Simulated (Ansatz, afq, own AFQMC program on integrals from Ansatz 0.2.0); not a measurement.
## Atomization energy of Al2H4, singlet

```yaml
atoms:
  - { symbol: Al, position_ang: [0.0000, 0.0000, 1.3086] }
  - { symbol: Al, position_ang: [0.0000, 0.0000, -1.3086] }
  - { symbol: H, position_ang: [0.0000, 1.3533, 2.1524] }
  - { symbol: H, position_ang: [0.0000, -1.3533, 2.1524] }
  - { symbol: H, position_ang: [0.0000, 1.3533, -2.1524] }
  - { symbol: H, position_ang: [0.0000, -1.3533, -2.1524] }
```

Connectivity, by distances: AlH2–AlH2.

Atoms in their ground-state spins without spin–orbit coupling (mostly on UHF) minus the molecule (RHF), without zero-point energy. The geometry is a stationary point, not shown to be a minimum.

Basis cc-pVDZ. Only valence electrons are correlated. Ansatz 0.2.0 and our own AFQMC program on the same integrals; the CISD trial comes from CCSD amplitudes, and released means the phaseless constraint is let go. Free projection: walkers drawn from exp(T), propagated without any constraint. Its projection time is finite, and what remains of the start isn't in its error. Error bars are statistical, one sigma. The errors of all members are added in quadrature.

No full CI on the walks' own integrals is used here; CCSDT(Q) serves as the reference and is uncertain by about the last step of the cluster series. Each member takes its own surest rung, up to full CI.

The best estimate is CCSD(T) at the basis-set limit (CBS: def2-TZVPP and def2-QZVPP, with their diffuse functions for anions and beside diffuse sets, CCSD(T) itself extrapolated) plus the step from CCSD(T) to CCSDT(Q) in cc-pVDZ. Rows without CBS are in cc-pVDZ, the functionals in def2-TZVP; B2PLYP and the wave-function rows carry a basis error of their own. Core correlation and relativity beyond core potentials are missing, and ± holds the sampling alone.

Cautions: other spins of the molecule weren't checked.

Best estimate: 314.7 kcal/mol.

| level | atomization energy (kcal/mol) | error against the best estimate (kcal/mol) |
| --- | --- | --- |
| HF | 235.6 | -79.1 |
| MP2 | 280.4 | -34.4 |
| CCSD | 285.5 | -29.2 |
| CCSD(T) | 286.6 | -28.1 |
| ph-AFQMC/CISD | 287.2 ± 0.2 | -27.5 ± 0.2 |
| released AFQMC | 287.0 ± 0.2 | -27.8 ± 0.2 |
| free AFQMC | 286.6 ± 0.2 | -28.1 ± 0.2 |
| HF/CBS | 243.6 | -71.2 |
| MP2/CBS | 307.7 | -7.1 |
| CCSD(T)/CBS | 314.6 | -0.2 |
| PBE | 300.1 | -14.6 |
| r2SCAN | 311.2 | -3.6 |
| PBE0 | 302.6 | -12.2 |
| B3LYP | 308.4 | -6.4 |
| wB97M-V | 310.8 | -3.9 |
| B2PLYP | 304.6 | -10.2 |
| surest rungs in cc-pVDZ | 286.8 | -27.9 |

Correlation beyond CCSD(T) adds 0.2 kcal/mol. Going to the basis-set limit adds 27.9 kcal/mol at CCSD(T). The perturbative (T) step is worth +1.1 kcal/mol. The functionals spread over 11.0 kcal/mol; r2SCAN and wB97M-V come nearest and PBE is 14.6 kcal/mol too low.

Best estimates are given only where the step beyond CCSD(T) is under 0.3 eV and no member's determinant is very poor (T1 over 0.05, or 0.07 for open shells, ⟨S²⟩ too high by 0.3, two states mixed), so the hardest cases are missing from such tables.

The functionals ran in a triple-zeta set and keep a basis error of their own, a few kJ/mol for each bond in atomization energies and more for double hybrids, so close places among them and the extrapolated levels can swap.

Free projections are given only where their last times agree within the noise and don't stop above the reference; a slow remainder of the start can still hide under it. Each member of a difference takes its own highest rung, so a best estimate needn't equal the limit plus the step of one row. A walk keeps the symmetry of its determinant, which the program's search chose and which needn't be the lowest solution, so a lower state of the same spin and another symmetry isn't excluded. Released energies are given only where the last usable release times agree within the noise; a slower fall can still hide under it.
